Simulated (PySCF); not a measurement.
formic acid cation (CH2O2), SMILES O=CO (connectivity only; charge and spin as stated), charge +1, multiplicity 2. Atoms are numbered in the order given.

```xyz
5

O     -0.0842     1.0901     0.0000
C      0.4000    -0.0867     0.0000
O     -0.2698    -1.1415     0.0000
H     -1.0669     1.1374     0.0000
H      1.4988    -0.2056     0.0000
```
Charge +1, spin multiplicity 2.

Geometry optimised at r2SCAN-D4/def2-TZVP. The spin state was assumed, not searched. Other conformers were not sampled.

Method: B3LYP/pcH-1 in PySCF.

Unrestricted Kohn–Sham, ⟨S²⟩ = 0.755. Hyperfine tensors hold the contact and dipolar terms, without spin-orbit corrections.

Computed hyperfine couplings:
```
nucleus    A(iso) (MHz)  A(iso) (G)  dipolar principal values (MHz)
---------  ------------  ----------  ------------------------------
17O no. 1          -0.9        -0.3               -29.2, 11.3, 17.9
13C no. 2         -44.2       -15.8               -12.8, -1.0, 13.9
17O no. 3         -50.8       -18.1            -280.3, 131.1, 149.1
1H no. 4           -5.6        -2.0                -9.9, -0.7, 10.7
1H no. 5          182.8        65.2               -10.4, -2.8, 13.2
```

Problem. And the g tensor (effective nuclear charges for spin-orbit coupling, GIAO)? (Estimate from the structure and the level; the computed values follow.)

Solution. principal values 2.0025, 2.0083, 2.0135; isotropic 2.0081.
